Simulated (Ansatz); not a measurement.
H₂S₂Si, SMILES `S[Si]S`. Charge 0, multiplicity 1. The geometry is a stationary point of PBE0-D4/def2-TZVP. It is one conformer, not always the lowest.

```xyz
5

S     1.017   -0.211   -0.805
Si   -0.763   -0.933    0.139
S    -1.262    0.837    1.244
H     1.264   -1.355   -1.466
H    -0.257    1.660    0.888
```

Task: What is the dipole moment at ωB97M-V/def2-TZVPP? (Estimate.)

Result: The calculation gave: 1.04 D, with components (0.61, -0.53, -0.65) D in this frame, pointing from negative to positive charge.

Task: And with PBE, r2SCAN, B3LYP? (Estimate.)

Result: Ansatz gave: PBE 1.01 D, r2SCAN 1.06 D, B3LYP 1.02 D.

Task: Give the Mulliken charges with ωB97M-V, r2SCAN, PBE in def2-TZVPP. (An estimate is asked.)

Result: Computed: 
```csv
atom,ωB97M-V,r2SCAN,PBE
S1,-0.22,-0.24,-0.22
Si2,0.21,0.25,0.20
S3,-0.23,-0.23,-0.22
H4,0.12,0.12,0.12
H5,0.12,0.10,0.11
```

B3LYP here is the variant with VWN-RPA as its local correlation; programs differ in this.
